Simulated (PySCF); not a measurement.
# Ionising SiCl

PBE0; basis Si pcseg-1, Cl pcseg-1; no relativity; PySCF 2.14. Neutral (UKS): doublet (π ↑), Re = 2.090 Å, ωe = 520 cm⁻¹, De = 4.24 eV, HOMO -5.36 eV, LUMO -3.26 eV.

SiCl⁺ (UKS): singlet (closed shell), Re = 1.967 Å, ωe = 663 cm⁻¹, De = 4.88 eV to Si⁺ + Cl. The energies at the minima are -749.35506 hartree for SiCl and -749.07634 for SiCl⁺.

(1) Work out the adiabatic ionisation energy, without and with harmonic zero-point energies (1 hartree = 27.2114 eV, 1 eV = 8065.5 cm⁻¹), and the change of the bond length.

For an ion De counts to the pair picked by the measured ionisation energies or electron affinities, which need not be the lowest pair at this level. States were picked by a PBE0 search and need not be the measured ground states.

Answers

(1) At PBE0: 0.27872 hartree = 7.584 eV between the minima; the zero-point term (663.0 − 520.0)/2 cm⁻¹ = +0.009 eV makes it 7.593 eV. Re changes by -12.3 pm against the neutral. The electron leaves a π orbital, and the shorter bond of the ion fits an antibonding orbital, or a change in how ionic the bond is.
